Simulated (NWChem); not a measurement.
CH₆Si in NWChem

```xyz
8

Si     0.6372     0.0363     0.0000
C     -1.2484    -0.0711     0.0000
H      1.1237     0.7640     1.2105
H      1.1237     0.7640    -1.2105
H      1.2430    -1.3291     0.0000
H     -1.6112    -0.6073     0.8914
H     -1.6112    -0.6073    -0.8914
H     -1.6990     0.9342     0.0000
```
Charge 0, spin multiplicity 1.

The numbers come from NWChem runs, not from measurements. All single points use one geometry, from B3LYP/def2-SVP, a minimum by its harmonic frequencies.

Symmetry labels belong to the abelian group Cs used in the runs, with the axes of the coordinates shown; states degenerate in a higher group split over its labels.

The structure started from a generated list of species.

Q: List the lowest 3 singlet excitations that CIS/def2-SVPD gives, with oscillator strengths.

A: 
```json
[
 {"state": "1", "symmetry": "a'", "energy (eV)": "9.62", "wavelength (nm)": "129", "f": "0.177"},
 {"state": "2", "symmetry": "a\"", "energy (eV)": "9.76", "wavelength (nm)": "127", "f": "0.038"},
 {"state": "3", "symmetry": "a'", "energy (eV)": "9.76", "wavelength (nm)": "127", "f": "0.038"}
]
```
